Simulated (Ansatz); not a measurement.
## Down a group: atomization energies of HBF, HBCl

Ansatz 0.2.0, basis cc-pVDZ; geometries are PBE0/def2-TZVP minima. Wave-function levels freeze the cores; HF, MP2 and coupled cluster are restricted for singlets and unrestricted otherwise, atoms included (their steps beyond CCSDT(Q) come from restricted open-shell runs). The reference is CCSDT(Q) or CCSDTQ (coupled cluster only where its series has nearly closed). An error is the level's value less the reference. None of these values is a measured one. Energies are electronic, without zero-point terms. The set is small: it underbinds, by tens of kJ/mol for each bond, so near ties and functionals' places can change in larger sets. No spin–orbit coupling and no scalar relativity. The species are chosen: bound, without strong static correlation by their natural occupations or amplitudes, in their lowest spin state as far as vertical gaps and like structures tell, and with a ladder that closes on the reference, so errors are smaller than for species at large; levels whose determinant breaks symmetry or spin markedly are left out.

| species | bonds (Å) | quantity | symmetry of the states | reference | value (kJ/mol) | error HF | error MP2 | error CCSD | error CCSD(T) | error CCSDT |
| --- | --- | --- | --- | --- | --- | --- | --- | --- | --- | --- |
| HBF, doublet | B–F 1.301, B–H 1.206, angle at B 121° | atomization | A' | CCSDT(Q) | 886.8 | -152.5 | 41.3 | -9.9 | -1.1 | -0.9 |
| HBCl, doublet | B–Cl 1.710, B–H 1.193, angle at B 124° | atomization | A' | CCSDTQ | 724.4 | -106.0 | 27.8 | -10.4 | -1.0 | -0.6 |

The reference falls from F to Cl, by 162.4 kJ/mol in all.
